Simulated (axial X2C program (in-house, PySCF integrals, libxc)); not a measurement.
# BH⁺: EOM-IP-CCSD levels

Wanted for BH⁺: EOM-IP-CCSD levels, at the two-component level.

Computed with an in-house X2C program for linear molecules on PySCF integrals. Level: two-component X2C with atomic mean-field terms, B dyall-v3z, H dyall-v3z.

All values are calculated.

## (1) Input

task.json reads:

```json
{"zs": [5, 1], "q": 1, "bas": ["dyall-v3z", "dyall-v3z"], "r0": 1.17, "eom": "ip", "rq": 0, "thr": -2.0, "nmax": 95, "grid": [1, 0.96, 1.045, 0.92, 1.09, 1.15]}
```

Keys: zs atomic numbers; q charge; bas basis sets; r0 starting distance in Å; eom kind of EOM run; thr threshold in hartree for freezing inner shells (an s shell follows its p shell); nmax most natural virtual spinors; grid distances as factors.

Started as:

```bash
> python soeom.py task.json out
```

Further steps of the session: EOM-IP-CCSD at 1.241 Å.

What does the calculation give? Wanted: next root led by one particle; T1 of the reference; lowest state, Re and ωe.

As calculated:

| quantity | value |
| --- | --- |
| lowest root at 1.241 Å | Ω = 1/2, 9.790 eV |
| next root led by one particle | Ω = 1/2, about 60200 cm⁻¹ higher |
| T1 of the reference | 0.013 |
| lowest state, Re and ωe | 1.204 Å, 2548 cm⁻¹ |

What this shows: Removing an electron from the reference determinant of BH costs 9.79 eV and empties a spinor of 57% B pσ, 32% B sσ, 8% H sσ. Errors of 0.1 to 0.3 eV are usual at this size, and roots led by higher excitations are left out, so the list is incomplete, and low states of that kind can be missing. The bond is 0.031 Å shorter than in the closed-shell reference at CCSD (1.235 Å).
